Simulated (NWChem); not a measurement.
# CH3N (SMILES C[N]): levels of theory compared

Wanted: a comparison of 6 runs (UHF/STO-3G, UHF/3-21G, UHF/def2-SVP, UB3LYP/6-31G*, UPBE0/def2-SVP, UTPSSh/def2-TZVP) of CH3N. 

Program for the calculation: NWChem 7.3.0.

**1. The system as given**

CH3N: 5 atoms, total charge 0, spin state triplet. As SMILES, `C[N]`. The shape is that of a GFN2-xTB optimisation.

Bond lengths: C1–N2 1.350 Å, C1–H3 1.105 Å, C1–H4 1.105 Å, C1–H5 1.105 Å. Angles: N2–C1–H3 111.3°, N2–C1–H4 111.3°, N2–C1–H5 111.3°, H3–C1–H4 107.5°, H3–C1–H5 107.5°, H4–C1–H5 107.5°.

**2. Energy and gradient at UHF/STO-3G (run 1)**

ch3n.nw

```
start ch3n
memory stack 880 mb heap 220 mb global 1100 mb

geometry units angstrom noautosym nocenter noautoz
  C       -0.026140      -0.009290      -0.007100
  N        1.205850       0.428790       0.326800
  H       -0.811210       0.665380       0.379200
  H       -0.148300      -0.068860      -1.103600
  H       -0.220190      -1.016020       0.404710
end

basis "ao basis" spherical bse
  * library STO-3G
end

scf
  nopen 2
  uhf
  thresh 1e-08
  maxiter 80
end

task scf gradient
```

Run with:

```bash
$ nwchem ch3n.nw > ch3n.out
```

Log:

```text
[...]
  functions       =    13
[...]
  wavefunction    = UHF
[...]
         Total SCF energy =    -92.839108751691
      One electron energy =   -187.977371655115
      Two electron energy =     63.687426248275
 Nuclear repulsion energy =     31.450836655149
                       Sz =      1.0000
                 Sz(Sz+1) =      2.0000
                      S^2 =      2.0152
[...]
                         UHF ENERGY GRADIENTS
    atom               coordinates                        gradient
                 x          y          z           x          y          z
   1 C      -0.049397  -0.017556  -0.013417    0.148756   0.052901   0.040316
   2 N       2.278726   0.810296   0.617562   -0.143406  -0.050997  -0.038861
   3 H      -1.532965   1.257386   0.716584   -0.005365   0.006263   0.003684
   4 H      -0.280246  -0.130127  -2.085502    0.000313  -0.000027  -0.009044
   5 H      -0.416099  -1.919999   0.764791   -0.000298  -0.008141   0.003906
[...]
```

It took 0.88 s on 1 thread of Intel Xeon 6975P-C (Granite Rapids), shared host; peak memory 0.098 GiB.

**3. Energy and gradient at UHF/3-21G (run 2)**

Changes to ch3n.nw since step 2:

```diff
@@ -1,3 +1,4 @@
+echo
 start ch3n
-memory stack 880 mb heap 220 mb global 1100 mb
+memory 2200 mb
 
@@ -12,3 +13,3 @@
 basis "ao basis" spherical bse
-  * library STO-3G
+  * library 3-21G
 end
@@ -16,3 +17,3 @@
 scf
-  nopen 2
+  triplet
   uhf
```

Run with:

```bash
$ nwchem ch3n.nw > ch3n.out
```

Log:

```text
[...]
  functions       =    24
[...]
  wavefunction    = UHF
[...]
         Total SCF energy =    -93.472862324088
      One electron energy =   -188.116203758493
      Two electron energy =     63.192504779257
 Nuclear repulsion energy =     31.450836655149
                       Sz =      1.0000
                 Sz(Sz+1) =      2.0000
                      S^2 =      2.0195
[...]
                         UHF ENERGY GRADIENTS
    atom               coordinates                        gradient
                 x          y          z           x          y          z
   1 C      -0.049397  -0.017556  -0.013417    0.082815   0.029452   0.022443
   2 N       2.278726   0.810296   0.617562   -0.078735  -0.028000  -0.021334
   3 H      -1.532965   1.257386   0.716584   -0.005037   0.006598   0.003909
   4 H      -0.280246  -0.130127  -2.085502    0.000792   0.000140  -0.009154
   5 H      -0.416099  -1.919999   0.764791    0.000164  -0.008191   0.004136
[...]
```

Wall time 0.82 s (1 thread of Intel Xeon 6975P-C (Granite Rapids), shared host); peak memory 0.099 GiB.

Runs 3 to 5 aren't shown in full; the table further down has their settings and results.

**4. Energy and forces at UTPSSh/def2-TZVP (run 6)**

m1.xyz

```xyz
5
CH3N gradient
C     -0.026140    -0.009290    -0.007100
N      1.205850     0.428790     0.326800
H     -0.811210     0.665380     0.379200
H     -0.148300    -0.068860    -1.103600
H     -0.220190    -1.016020     0.404710
```

m1.nw

```
start m1
title "CH3N gradient"
memory stack 880 mb heap 220 mb global 1100 mb
charge 0

geometry units angstroms noautosym nocenter noautoz
   load m1.xyz
end

basis "ao basis" spherical bse
   * library def2-TZVP
end

dft
   xc xctpssh
   mult 3
   grid xfine
   convergence energy 1e-08
   iterations 100
   mulliken
end

task dft gradient
```

Run with:

```bash
$ nwchem m1.nw > m1.out
```

Log:

```text
[...]
          Wavefunction type:  spin polarized.
          No. of atoms     :     5
          No. of electrons :    16
[...]
          Charge           :     0
          Spin multiplicity:     3
[...]
          AO basis - number of functions:    80
[...]
              XC Information
              --------------
                  TPSS hybrid Method XC Functional
                     Hartree-Fock (Exact) Exchange  0.100
                  TPSS metaGGA Exchange Functional  0.900
             TPSS03 metaGGA Correlation Functional  1.000
[...]
 d= 0,ls=0.0,diis     1    -94.5498292248 -1.26D+02  2.98D-03  7.42D-02     3.2
[...]
 d= 0,ls=0.0,diis     9    -94.5934112337 -3.90D-09  5.05D-07  2.65D-09    27.7
[...]
         Total DFT energy =      -94.593411233677
      One electron energy =     -189.080211216645
           Coulomb energy =       76.462651083185
    Exchange-Corr. energy =      -13.426687755365
 Nuclear repulsion energy =       31.450836655149
[...]
      Total Density - Mulliken Population Analysis
     ---------------------------------------------
    Atom       Charge   Shell Charges
 -----------   ------   -------------------------------------------------------
    1 C    6     6.26   0.86  1.12  0.51  0.62  0.10  1.34  1.29  0.32  0.02  0.06  0.01
    2 N    7     7.17   0.82  1.15  0.62  0.94  0.35  1.37  1.35  0.53  0.01  0.03  0.00
    3 H    1     0.86   0.27  0.47  0.10  0.02
    4 H    1     0.86   0.27  0.47  0.10  0.02
    5 H    1     0.86   0.27  0.47  0.10  0.02
[...]
      <S2> =      2.0095 (Exact =     2.0000)
[...]
  wavefunction    = open shell
                         DFT ENERGY GRADIENTS
    atom               coordinates                        gradient
                 x          y          z           x          y          z
   1 C      -0.049397  -0.017556  -0.013417    0.036411   0.012951   0.009869
   2 N       2.278726   0.810296   0.617562   -0.039811  -0.014159  -0.010786
   3 H      -1.532965   1.257386   0.716584    0.001128   0.000412   0.000317
   4 H      -0.280246  -0.130127  -2.085502    0.001135   0.000403   0.000281
   5 H      -0.416099  -1.919999   0.764791    0.001137   0.000393   0.000319
[...]
```

Wall time 37 s (1 thread of Intel Xeon 6975P-C (Granite Rapids), shared host); peak memory 0.14 GiB.

**5. The series**

```csv
run,level,iteration cap,module,energy (Eh),dipole moment (D),HOMO energy (eV),LUMO energy (eV),wall time
1,UHF/STO-3G,80,scf,-92.839109,1.65,-10.65,8.96,0.88 s
2,UHF/3-21G,80,scf,-93.472862,2.25,-12.03,4.82,0.82 s
3,UHF/def2-SVP,80,scf,-93.925848,2.10,–,–,1.5 s
4,UB3LYP/6-31G* (spherical functions),100,dft,-94.546035,2.19,–,–,7.5 s
5,UPBE0/def2-SVP,100,dft,-94.361363,2.20,-7.69,-1.37,10 s
6,UTPSSh/def2-TZVP,100,dft,-94.593411,2.22,-7.00,-2.25,37 s
```

**6. Outcome**

| quantity | value |
| --- | --- |
| run 6: total energy | -94.59341 Eh |
| run 6: dipole moment | 2.22 D |
| run 6: HOMO energy (highest over α and β) | -7.00 eV |
| run 6: LUMO energy (lowest over α and β) | -2.25 eV |
| run 6: ⟨S²⟩ | 2.010 |
| run 6: largest force on an atom | 2.242 eV/Å |

What this shows: The dipole moment (its size) runs from 1.65 D (UHF/STO-3G) to 2.25 D (UHF/3-21G). Totals of different functionals can't be ranked against each other. In run 1 the basis is minimal, so the values are rough. All runs together took 58 s, the longest 37 s.
